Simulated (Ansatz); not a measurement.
The input, for Ansatz 0.2.0:

```yaml
crystal:
  periodic: [false, false, false]
  atoms:
    - {symbol: Al, position_ang: [-0.015321, -0.009087, 1.370055]}
    - {symbol: P, position_ang: [-0.016154, 1.022208, -0.622864]}
    - {symbol: P, position_ang: [0.031810, -1.013358, -0.665477]}
    - {symbol: H, position_ang: [-0.070967, -0.028734, 2.915421]}
basis:
  gaussian: {orbitals: def2-mTZVP}
magnetization: {spin_polarized: false}
hamiltonian: {pseudopotentials: {relativity: scalar}}
correlation: {method: bccd_t, electrons: outside_noble_gas}
output: {forces: true}
```

```sh
$ ansatz run in.yaml --threads 1 --pin off --events-out ev --progress --plain --max-ram 2393MiB
```

Task: Roughly how long does this take on 1 thread of Intel Xeon, shared host, and how much host memory?

Result: 17 s wall and 0.22 GiB.

```
574 factors; integrals over basis functions are off by at most 1.4e-3 eV
mean field evaluation 1: about -25191.6109 eV, gradient 1.2e1 eV
mean field evaluation 2: about -25191.7741 eV, gradient 1.2e1 eV
mean field evaluation 4: about -25192.6306 eV, gradient 1.7e0 eV
mean field evaluation 8: about -25192.6535 eV, gradient 1.1e-1 eV
mean field evaluation 16: about -25192.3163 eV, gradient 4.5e0 eV
mean field evaluation 32: about -25188.7609 eV, gradient 2.0e-2 eV
mean field -25192.65370977 eV, -925.8129476399 hartree, gradient 1.3e-6 eV, S^2 0.000000; 0 other end points of the search recorded, 0 dependent functions left out; unrestricted orbitals would lower it
15 core orbitals not correlated: weight in the atoms' cores, before any rotation towards them, 1.000 or more for the frozen orbitals, at most 0.000 for the correlated occupied ones
reference -25192.65370977 eV, -925.8129476399 hartree; 7, 7 occupied and 47, 47 virtual orbitals, 574 factors
second order -7.12081474 eV of doubles, -0.00000000 eV of singles
cycle   1  -7.53722495 eV  change   -4.2e-1 eV  update   8.8e-2
cycle   2  -7.84120650 eV  change   -3.0e-1 eV  update   3.1e-2
cycle   3  -7.88594233 eV  change   -4.5e-2 eV  update   1.3e-2
cycle   4  -7.88211527 eV  change    3.8e-3 eV  update   4.2e-3
cycle   5  -7.88212070 eV  change   -5.4e-6 eV  update   1.5e-3
cycle   6  -7.88177633 eV  change    3.4e-4 eV  update   6.4e-4
cycle   7  -7.88169976 eV  change    7.7e-5 eV  update   2.1e-4
cycle   8  -7.88173407 eV  change   -3.4e-5 eV  update   7.8e-5
cycle   9  -7.88173028 eV  change    3.8e-6 eV  update   3.5e-5
cycle  10  -7.88171785 eV  change    1.2e-5 eV  update   2.1e-5
cycle  11  -7.88171822 eV  change   -3.7e-7 eV  update   1.4e-5
cycle  12  -7.88171745 eV  change    7.8e-7 eV  update   8.0e-6
cycle  13  -7.88172360 eV  change   -6.2e-6 eV  update   3.3e-6
cycle  14  -7.88172382 eV  change   -2.1e-7 eV  update   1.3e-6
perturbative correction -0.45151346 eV, -0.0165928136 hartree
the calculation of the forces begins
Total energy: -25200.98694704 eV, -926.1191884613 hartree
Relativity: scalar
Atom 0 at    -0.015321    -0.009087     1.370055 Å, force    -0.007730    -0.146205    -0.596994 eV/Å
Atom 1 at    -0.016154     1.022208    -0.622864 Å, force    -0.034556     1.814580    -0.080075 eV/Å
Atom 2 at     0.031810    -1.013358    -0.665477 Å, force     0.043041    -1.655761     0.172214 eV/Å
Atom 3 at    -0.070967    -0.028734     2.915421 Å, force    -0.000755    -0.012614     0.504855 eV/Å
Dipole moment:     0.003297    -0.002871     0.428106 e Å
```

Forces (eV/Å):
```
Al  -0.008 -0.146 -0.597
P   -0.035  1.815 -0.080
P    0.043 -1.656  0.172
H   -0.001 -0.013  0.505
```
